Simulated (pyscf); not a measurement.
Thermochemistry of product channels of F–Sn:–F [singlet] + H atom (H•) on the doublet surface, in kJ/mol, from CCSD(T)/def2-TZVPP + ΔMP2(QZVPP) energies (ideal gas, 1 atm, RRHO with modes under 100 cm⁻¹ raised to 100, one conformer, R ln 2 for rigid chiral ones). Structures and frequencies: ωB97X-D3(BJ)/def2-SVP in PySCF. MP2 and CC: frozen core, UHF for open shells. ΔMP2 is the change of the MP2 total energy from the triple- to the quadruple-zeta basis.

```tsv
products	ΔE	ΔH(298 K)	ΔG(600 K)	ΔG(1200 K)
F atom (F•) + F–SnH: [singlet]	+249.3	+257.1	+247.9	[?]
F–SnH•–F	[?]	-78.7	-19.8	+41.5
```

Task: Some entries are withheld; supply them.

Result: 
- F atom (F•) + F–SnH: [singlet], ΔG(1200 K): +241.8
- F–SnH•–F, ΔE: -90.3

The channel to F–SnH•–F turns unfavourable between 298 and 1200 K (ΔG from -49.9 kJ/mol to +41.5 kJ/mol).

These are energies of the channels, which say nothing of barriers. The CCSD(T) − MP2 part came from Ansatz, without density fitting, on the same reference. The frozen core leaves the outer d or s,p core shells of the metals and heavy elements correlated in the MP2 and CC values, and def2-TZVPP describes them poorly, which can shift differences by a few kcal/mol. Left out: orbital degeneracy and the spin-orbit lowering of F. Elements past Kr carry the def2 core potentials, without spin-orbit coupling.
